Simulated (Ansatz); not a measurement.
**quartet BC: levels of theory in one basis**

```yaml
atoms:
  - { symbol: B, position_ang: [0.0000, 0.0000, 0.0000] }
  - { symbol: C, position_ang: [0.0000, 0.0000, 1.6401] }
```

Basis set: def2-SVP (spherical functions). Frozen core: 2 orbitals. Correlation on ROHF uses semicanonical orbitals with singles. Charge 0, multiplicity 4.

Computed with Ansatz (development build ahead of 0.2.0); each method stands on the lowest determinant of its kind that the runs found.

```tsv
method	E − E(ROHF) (eV)	<S²> of the determinant
ROHF	0.00	–
UHF	-0.11	3.96
ROHF-MP2	-3.17	–
ROHF-CCSD(T)	-4.69	–
```

**Question.** What does UHF-MP2 give on the same scale?

**Answer.** -3.00 eV.

Caution for ROHF, ROHF-MP2, ROHF-CCSD(T): the determinant may break the point group. Caution for UHF, UHF-MP2: the unrestricted determinant is spin contaminated. Caution for UHF-MP2: another reference gives a lower total.
